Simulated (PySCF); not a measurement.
C₂H₈Al (charge -1).
Atom-mapped SMILES: `[CH3:1][CH2:2][AlH3-:3]`

Cartesian coordinates in Å at the PBE0-D3(BJ)/def2-SVP level; atoms count from 1:
```
atom  x, y, z in Å
C1    -1.4586    0.2328   -0.3403
C2    -0.3953   -0.4410    0.5228
Al3    1.5222   -0.0593   -0.0502
H4    -2.5059    0.0192   -0.0372
H5    -1.3445    1.3318   -0.3309
H6    -1.3675   -0.0725   -1.3985
H7    -0.5213   -0.1251    1.5779
H8    -0.5618   -1.5366    0.5273
H9     1.7299   -0.5756   -1.6089
H10    2.5771   -0.8505    0.9462
H11    1.7943    1.5706    0.0300
```

Lines to be assigned: C 1s: 284.59 (area 1), 286.26 (area 1) eV; Al 1s: 1559.61 eV.

Method used: delta-SCF UKS SCAN, pcX-2 on the ionised atom, pcseg-1 elsewhere, spin-free X2C in PySCF 2.14.0. Geometry: PBE0-D3(BJ)/def2-SVP; no solvent, vibrations or thermal averaging.

(1) Assign the C 1s lines to atoms.

Results:

(1) 284.59 eV: C2 (chain CH2 carbon); 286.26 eV: C1 (methyl carbon). The listed C 1s values span 1.67 eV, from C2 (bonded to C, 2 H and Al) to C1 (bonded to C and 3 H). Summing the Pauling electronegativity differences to the bonded atoms, each weighted by its formal bond order, gives -1.64 for the lowest site and -1.05 for the highest.

Bonded neighbours of each site: C1: C and 3 H; C2: C, 2 H and Al; Al3: C and 3 H.

Which photon wavelength matches the Al 1s of Al3 threshold?

λ = hc/E = 12398.42 eV Å / 1559.61 eV = 7.950 Å.

The species carries charge -1, so core ionisation leaves a neutral species. The basis sets have no added diffuse functions.
